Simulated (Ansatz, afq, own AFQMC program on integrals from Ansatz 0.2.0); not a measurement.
B, doublet in 6-31G, levels against full CI

A free B atom.

Basis 6-31G. Only valence electrons are correlated. Ansatz 0.2.0 and our own AFQMC program on the same integrals; the CISD trial comes from CCSD amplitudes, and released means the phaseless constraint is let go. Free projection: walkers drawn from exp(T), propagated without any constraint. Its projection time is finite, and what remains of the start isn't in its error. Error bars are statistical, one sigma.

Determinant: UHF, the one that the program's search chose, which needn't be the lowest solution.

Full CI on the same integrals is exact in this basis and with this determinant's frozen core.

Cautions: the ph-AFQMC/HF walk drifts between its halves (2.4 errors).

```
T1 diagnostic                               : 0.0054
weight of the determinant in the CISD state : 0.942
⟨S²⟩ of the determinant                     : 0.750
size of the correlated space                : 3 electrons in 8 orbitals
```

Reference: full CI, correlation energy -1.153 eV. The released energy is read at 2.40 1/Eh (meV from the phaseless value at times in 1/Eh: 0.1 ± 0.8 at 0.24, 0.3 ± 0.6 at 0.51, 0.5 ± 0.5 at 0.99, -0.3 ± 0.7 at 1.62, -1.0 ± 0.9 at 2.40).

| level | E − E(reference) (kJ/mol) | share of correlation (%) |
| --- | --- | --- |
| HF | 111.2 | 0.00 |
| MP2 | 51.1 | 54.04 |
| CCSD | 1.3 | 98.81 |
| CCSD(T) | 0.4 | 99.60 |
| ph-AFQMC/HF | 10.9 ± 1.6 | 90.21 |
| ph-AFQMC/CISD | 0.1 ± 0.07 | 99.87 |
| released AFQMC | 0.0 ± 0.09 | 99.96 |
| free AFQMC | 0.1 ± 0.04 | 99.95 |

Free projections are given only where their last times agree within the noise and don't stop above the reference; a slow remainder of the start can still hide under it. A walk keeps the symmetry of its determinant, which the program's search chose and which needn't be the lowest solution, so a lower state of the same spin and another symmetry isn't excluded. Released energies are given only where the last usable release times agree within the noise; a slower fall can still hide under it.
